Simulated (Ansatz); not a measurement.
The input, for Ansatz 0.2.0:

```yaml
crystal:
  periodic: [false, false, false]
  atoms:
    - {symbol: Br, position_ang: [0.000000, 0.000000, 0.000000]}
    - {symbol: H, position_ang: [0.000000, 0.000000, 1.420600]}
basis:
  gaussian: {orbitals: cc-pVDZ}
correlation: {method: fci, electrons: outside_noble_gas}
```

```sh
$ ansatz run in.yaml --threads 1 --pin off --events-out ev --progress --plain --max-ram 2393MiB
```

Log:

```
583 factors; integrals over basis functions are off by at most 1.8e-7 eV
mean field evaluation 1: about -70013.6991 eV, gradient 9.5e0 eV
mean field evaluation 2: about -70013.7015 eV, gradient 9.6e0 eV
mean field evaluation 4: about -70014.0821 eV, gradient 8.0e-1 eV
mean field evaluation 8: about -70014.0861 eV, gradient 2.6e-4 eV
mean field -70014.08607867 eV, -2572.9702061390 hartree, gradient 2.5e-6 eV, S^2 0.000000; 0 other end points of the search recorded, 0 dependent functions left out
14 core orbitals not correlated: weight in the atoms' cores, before any rotation towards them, 1.000 or more for the frozen orbitals, at most 0.000 for the correlated occupied ones
reference -70014.08607867 eV, -2572.9702061390 hartree; 4, 4 occupied and 14, 14 virtual orbitals, 583 factors
state -70017.98949495 eV, -2573.1136540417 hartree
Total energy: -70017.98949495 eV, -2573.1136540417 hartree
```

Ran on 1 thread of Arm Neoverse V1, shared host: 9 s wall, 0.27 GiB peak host memory.
